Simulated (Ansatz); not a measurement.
# C2HF2 (SMILES [CH]=C(F)F) at UCCSD/aug-cc-pVDZ

Aim: the energy change on altering one bond length of C2HF2 at UCCSD/aug-cc-pVDZ, from 2 runs. 

Program for the calculation: Ansatz 0.2.0.

39 further runs of the same task are left out: 39 set aside as unsound or not needed.

### 1 The structure to begin with

C2HF2: 5 atoms, total charge 0, spin state doublet. SMILES: `[CH]=C(F)F`. The coordinates come from a PBE0-D4/def2-TZVP relaxation.

Bond lengths: C1–C2 1.301 Å, C2–F3 1.313 Å, C2–F4 1.320 Å, C1–H5 1.072 Å. Angles: C1–C2–F3 125.0°, C1–C2–F4 125.4°, F3–C2–F4 109.6°, C2–C1–H5 140.6°.

### 2 The energy at UCCSD/aug-cc-pVDZ

in.yaml

```yaml
crystal:
  periodic: [false, false, false]
  atoms:
    - {symbol: C, position_ang: [-0.028200, 0.912700, -0.014900]}
    - {symbol: C, position_ang: [0.163600, -0.366100, 0.124600]}
    - {symbol: F, position_ang: [1.043800, -0.911700, 0.932500]}
    - {symbol: F, position_ang: [-0.492600, -1.313200, -0.520300]}
    - {symbol: H, position_ang: [-0.636600, 1.604500, -0.563400]}
basis:
  gaussian: {orbitals: aug-cc-pVDZ}
magnetization: {spin_polarized: true, initial_magnetization: 1}
correlation: {method: ccsd, frozen_orbitals: {C: 1, F: 1, H: 0}}
accuracy: high
scf: {omitted_lower_state_checks: [cluster_reference, increment]}
```

Started as:

```
ansatz run in.yaml --threads 1 --pin off --max-ram 3480MiB --events-out events.jsonl --progress --plain --runs-dir runs
```

Standard output, shortened:

```text
Warning: RAYON_NUM_THREADS=1 ignored (pool sized by the plan → 1); use --threads N
Functional definition: HF
  name "HF"
[...]
1989 factors; integrals over basis functions are off by at most 2.4e-9 eV
[...]
mean field -7486.49161570 eV, -275.1234923508 hartree, gradient 5.3e-8 eV, S^2 0.902430; 0 other end points of the search recorded, 0 dependent functions left out
4 core orbitals not correlated: weight in the atoms' cores, before any rotation towards them, 1.000 or more for the frozen orbitals, at most 0.000 for the correlated occupied ones
reference -7486.49161570 eV, -275.1234923508 hartree; 12, 11 occupied and 85, 86 virtual orbitals, 1989 factors
second order -17.09154185 eV of doubles, -0.00000000 eV of singles
cycle   1  -17.18658708 eV  change   -9.5e-2 eV  update   1.1e-1
[...]
cycle  26  -17.85827384 eV  change    2.0e-9 eV  update   1.3e-9
Total energy: -7504.34988955 eV, -275.7797718098 hartree
Checks for a lower state left out: cluster_reference, increment
```

Run time: 86 s. Hardware: 1 thread of Arm Neoverse V2, shared host; peak memory 1.6 GiB.

### 3 The distorted shape at the same level

run.yaml

```yaml
crystal:
  periodic: [false, false, false]
  atoms:
    - {symbol: C, position_ang: [-0.056970, 1.104523, -0.035825]}
    - {symbol: C, position_ang: [0.163600, -0.366100, 0.124600]}
    - {symbol: F, position_ang: [1.043800, -0.911700, 0.932500]}
    - {symbol: F, position_ang: [-0.492600, -1.313200, -0.520300]}
    - {symbol: H, position_ang: [-0.665370, 1.796323, -0.584325]}
basis:
  gaussian:
    orbitals: aug-cc-pVDZ
magnetization:
  spin_polarized: true
  initial_magnetization: 1
correlation:
  method: ccsd
  frozen_orbitals: {C: 1, F: 1, H: 0}
accuracy: high
scf:
  omitted_lower_state_checks: [cluster_reference, increment]
```

Started as:

```
ansatz run run.yaml --threads 1 --pin off --max-ram 3480MiB --events-out events.jsonl --progress --plain --runs-dir runs
```

Standard output, shortened:

```text
Warning: RAYON_NUM_THREADS=1 ignored (pool sized by the plan → 1); use --threads N
[... 2 set-up lines as earlier in the session ...]
[...]
1998 factors; integrals over basis functions are off by at most 2.3e-9 eV
[...]
mean field -7485.80767905 eV, -275.0983581426 hartree, gradient 3.7e-8 eV, S^2 1.291659; 3 other end points of the search recorded, 0 dependent functions left out
4 core orbitals not correlated: weight in the atoms' cores, before any rotation towards them, 1.000 or more for the frozen orbitals, at most 0.000 for the correlated occupied ones
reference -7485.80767905 eV, -275.0983581426 hartree; 12, 11 occupied and 85, 86 virtual orbitals, 1998 factors
second order -16.71315903 eV of doubles, -0.00000000 eV of singles
cycle   1  -16.88253086 eV  change   -1.7e-1 eV  update   1.2e-1
[...]
cycle  28  -17.83697423 eV  change    2.0e-9 eV  update   2.0e-9
Total energy: -7503.64465329 eV, -275.7538548553 hartree
Checks for a lower state left out: cluster_reference, increment
```

Run time: 95 s. Hardware: 1 thread of Arm Neoverse V2, shared host; peak memory 1.6 GiB.

### 4 Outcome

At UCCSD/aug-cc-pVDZ, 4 core orbitals frozen:

| quantity | value |
| --- | --- |
| first shape: total energy | -275.77977 Eh |
| first shape: correlation energy (4 core orbitals frozen) | -656.3 mEh |
| first shape: ⟨S²⟩ of the reference determinant | 0.902 |
| first shape: T1 diagnostic | 0.028 |
| distorted shape: total energy | -275.75385 Eh |
| distorted shape: correlation energy (4 core orbitals frozen) | -655.5 mEh |
| distorted shape: ⟨S²⟩ of the reference determinant | 1.292 |
| distorted shape: T1 diagnostic | 0.049 |
| energy change with the C1–C2 bond stretched from 1.301 to 1.496 Å | 0.705 eV |

In words: With the C1–C2 bond stretched from 1.301 to 1.496 Å the energy rises by 0.71 eV (16.3 kcal/mol). The first shape isn't relaxed at this level, so the change isn't measured from a minimum. ⟨S²⟩ (first shape) is 0.90 where a pure doublet has 0.75: the reference is spin-contaminated. ⟨S²⟩ (distorted shape) is 1.29 where a pure doublet has 0.75: the reference is spin-contaminated. The T1 diagnostic (distorted shape) of 0.049 is above the customary mark for such species, so a single reference may not serve.
